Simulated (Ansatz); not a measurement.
Ansatz (a first-principles code) input (B3LYP-D3(BJ)/def2-TZVP):

Ansatz 0.2 input:
```yaml
crystal:
  periodic: [false, false, false]
  atoms:
    - {symbol: H, position_ang: [0.02336415, 0.25849795, 2.24183955]}
    - {symbol: N, position_ang: [0.01597478, 0.24222088, 1.23631144]}
    - {symbol: C, position_ang: [0.01501567, 1.31768061, 0.42710337]}
    - {symbol: C, position_ang: [0.00653498, -0.87724653, 0.45084649]}
    - {symbol: C, position_ang: [0.00466094, 0.94897944, -0.87690942]}
    - {symbol: C, position_ang: [-0.00032187, -0.47292202, -0.85563397]}
    - {symbol: H, position_ang: [0.00526395, -1.86050976, 0.87802972]}
    - {symbol: H, position_ang: [0.00210575, 1.57859434, -1.74150224]}
    - {symbol: H, position_ang: [-0.00813372, -1.09888981, -1.72619812]}
basis:
  gaussian:
    orbitals: def2-TZVP
hamiltonian:
  xc: b3lyp
  dispersion: d3bj
magnetization: {spin_polarized: true, initial_magnetization: 1}
relax: {f_tol: 0.002, max_steps: 150}
```

End of the output:

```
mean field evaluation 96: about -5702.2113 eV, gradient 4.0e-5 eV
mean field -5702.21131812 eV, -209.5524008433 hartree, gradient 1.2e-5 eV, S^2 0.758055; 3 other end points of the search recorded, 0 dependent functions left out
the calculation of the forces begins
reference -5702.21155450 eV, -209.5524095300 hartree; 18, 17 occupied and 161, 162 virtual orbitals, 1051 factors
Total energy: -5702.53800276 eV, -209.5644062822 hartree
Atom 0 at     0.022895     0.261018     2.246836 Å, force    -0.000019     0.000106     0.000206 eV/Å
Atom 1 at     0.016211     0.244211     1.243452 Å, force     0.000038    -0.000282    -0.001626 eV/Å
Atom 2 at     0.015148     1.325701     0.428687 Å, force    -0.000044     0.000146     0.000181 eV/Å
Atom 3 at     0.006556    -0.888015     0.448224 Å, force     0.000008     0.000082     0.000291 eV/Å
Atom 4 at     0.005093     0.958891    -0.883698 Å, force     0.000142     0.000589     0.000335 eV/Å
Atom 5 at    -0.000383    -0.474452    -0.859971 Å, force    -0.000056    -0.000463     0.000481 eV/Å
Atom 6 at     0.005541    -1.872775     0.882284 Å, force    -0.000019    -0.000261     0.000129 eV/Å
Atom 7 at     0.001986     1.599603    -1.747241 Å, force    -0.000069     0.000225    -0.000001 eV/Å
Atom 8 at    -0.008583    -1.117776    -1.724685 Å, force     0.000019    -0.000141     0.000004 eV/Å
Dipole moment:     0.001519    -0.163699     0.327809 e Å
```

It need not be the lowest isomer of its formula.
